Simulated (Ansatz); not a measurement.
A made-up structure of B₂H₃S, doublet:

```tsv
atom	x (Å)	y (Å)	z (Å)
B1	-1.0358	0.2668	-0.5965
B2	1.4218	-0.8755	1.2989
S3	0.1768	-0.2338	0.2793
H4	-1.2570	-0.2243	-1.6662
H5	-1.7440	1.1503	-0.2061
H6	2.2866	-0.2016	0.9515
```

It is relaxed with PBE-D4/def2-SVP and then PBE0-D4/def2-TZVP (Ansatz 0.2.0). Atoms count as bonded within 1.22 times the sum of their covalent radii (H–H: 0.88 Å). The end point is not checked to be a true minimum.

Task: Does its bonding change? (A judgement: the text doesn't fix the answer.)

Result: The calculation gives: No: no bond forms or breaks.

Where it ends: The first stage lowers the energy by 1.66 eV in 23 steps. It ends as B₂H₃S ([BH][S][BH2]):
B1  (-1.022, 0.167, -0.658)
B2  (1.104, -0.208, 1.119)
S3  (0.734, -0.239, -0.614)
H4  (-1.528, 0.212, -1.736)
H5  (-1.614, 0.373, 0.352)
H6  (2.174, -0.425, 1.597)
(Å)

Labels in which every atom is bracketed show which atoms are joined, not bond orders.

For scale, one of the runs: PBE0-D4/def2-TZVP relaxation, 117 basis functions, launched by `ansatz run in.yaml --threads 2 --pin off --events-out ev --progress --plain --max-ram 4352MiB`. The run took about 21 s on 2 CPU threads of an Arm Neoverse V2 (shared host).
